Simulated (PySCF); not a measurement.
Electric properties by functional and basis

Species: cyclopentene, C5H8.
InChI=1S/C5H8/c1-2-4-5-3-1/h1-2H,3-5H2

PySCF, dipoles from the SCF density, polarisabilities from static response with core orbitals frozen. Geometry: PBE0-D3(BJ)/def2-SVP, one conformer, isolated molecule.

Reference dipole: 0.190 D (measured, gas; NIST CCCBDB Release 22 (SRD 101), experimental dipoles). The anisotropy is √(½[(α1 − α2)² + (α2 − α3)² + (α3 − α1)²]).

| level | μ (D) | error (%) | α (Å³) | anisotropy (Å³) |
| --- | --- | --- | --- | --- |
| LDA/def2-SVPD | 0.276 | +45.3 | 8.89 | 2.78 |
| PBE/def2-SVPD | 0.244 | +28.5 | 8.78 | 2.78 |
| B3LYP/def2-SVPD | 0.222 | +17.1 | 8.61 | 2.70 |
| PBE0/def2-SVPD | 0.236 | +24.3 | 8.52 | 2.68 |
| BHandHLYP/def2-SVPD | 0.214 | +12.9 | 8.38 | 2.64 |
| CAM-B3LYP/def2-SVPD | 0.223 | +17.2 | 8.48 | 2.64 |
| wB97X-D/def2-SVPD | 0.245 | +28.9 | 8.49 | 2.62 |
| LC-wPBE/def2-SVPD | 0.231 | +21.4 | 8.25 | 2.56 |
| HF/def2-SVPD | 0.208 | +9.4 | 8.21 | 2.64 |
| PBE0/6-31G* | 0.163 | -14.2 | 7.22 | 3.02 |
| PBE0/6-31+G* | 0.271 | +42.5 | 8.18 | 2.68 |
| PBE0/def2-SVP | 0.197 | +3.7 | 7.54 | 2.95 |
| PBE0/aug-cc-pVDZ | 0.255 | +34.4 | 8.77 | 2.69 |
| PBE0/def2-TZVP | 0.231 | +21.4 | 8.41 | 2.84 |
| PBE0/def2-TZVPD | 0.250 | +31.6 | 8.72 | 2.69 |

For the dipole, the smallest error is 3.7% (PBE0/def2-SVP) and the largest 45.3% (LDA/def2-SVPD). The dipole runs from 0.16 D (PBE0/6-31G*) to 0.28 D (LDA/def2-SVPD). No reference polarisability is at hand; against PBE0 in the largest diffuse basis at hand (def2-TZVPD) the other PBE0 rows deviate by 6-31G* -17%, 6-31+G* -6%, def2-SVP -14%, def2-SVPD -2%, aug-cc-pVDZ +1%, def2-TZVP -4%. In one basis (def2-SVPD) the functionals order the polarisability from HF (lowest) to LDA (highest), a spread of 8%. With PBE0 the polarisability is 7.72 Å³ without diffuse functions (mean of 6-31G*, def2-SVP and def2-TZVP) and 8.55 Å³ with them (mean of 6-31+G*, def2-SVPD, aug-cc-pVDZ and def2-TZVPD). Measured values can belong to vibrating molecules; the computed ones are for one fixed geometry.
